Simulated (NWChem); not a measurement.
# C3H8O; SMILES CCOC

```xyz
12

C      0.4811     1.5619     0.1552
C     -0.6199     0.5869    -0.2638
O     -0.5366    -0.6794     0.3715
C      0.4865    -1.5121    -0.1291
H      0.3093     2.5442    -0.3007
H      0.4878     1.6827     1.2437
H      1.4738     1.2203    -0.1576
H     -1.5987     0.9880     0.0216
H     -0.6211     0.4604    -1.3602
H      1.4947    -1.1207     0.0755
H      0.3897    -1.6641    -1.2172
H      0.3833    -2.4789     0.3715
```
Atoms are numbered in this order, from 1.

All runs: NWChem. Pople sets run with spherical d functions. Structure relaxed at the B3LYP/6-31G* (spherical d) level. Level: B3LYP/6-31G* with SMD (1 M gas to 1 M solution), gas-phase geometry.

For solvent water:

```
Property                                     Result
-------------------------------------------  ------
solvation free energy (kcal/mol)               -0.9
cavity-dispersion-structure term (kcal/mol)     3.3
dipole in solution (D)                         1.79
```

How do the values read with solvent n-hexane instead?


* **solvation free energy (kcal/mol)**: -2.1
* **cavity-dispersion-structure term (kcal/mol)**: -1.1
* **dipole in solution (D)**: 1.39
